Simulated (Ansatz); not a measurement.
Deforming Mo

```
CELL_PARAMETERS angstrom
-1.58002 1.58002 1.58002
1.58002 -1.58002 1.58002
1.58002 1.58002 -1.58002
ATOMIC_POSITIONS crystal
Mo 0.00000 0.00000 0.00000
```

The structure comes from a relaxation in the same program, started in the bcc type, and has space group Im-3m. Whether it is a known phase or the ground state wasn't checked.

The calculation used DFT, PBE, all-electron LAPW, scalar-relativistic in Ansatz 0.2.0.

The runs use a Γ-centred 16×16×16 k mesh, Fermi–Dirac smearing of 0.03 eV, basis error target 0.5 meV/atom, no spin polarisation.

The unchanged cell is at -0.01 GPa.

In a metal, stresses and small energies carry noise from the k mesh.

x, y and z are the Cartesian axes of the cell as listed; fractional coordinates follow a strain, and an engineering shear is twice the off-diagonal strain component.

Task: With this change (xy engineering shear strain of -3 %), what becomes of the energy and stress?

Result: Energy change +5 meV/atom; stress change (xx, yy, zz, yz, xz, xy) 0.13, 0.13, 0.27, 0.00, 0.00, 3.21 GPa, compression positive.

Task: With this change (z strained by +1 % at fixed volume), what becomes of the energy and stress?

Result: Energy change +2 meV/atom; stress change (xx, yy, zz, yz, xz, xy) 1.71, 1.71, -3.29, 0.00, 0.00, 0.00 GPa, compression positive.
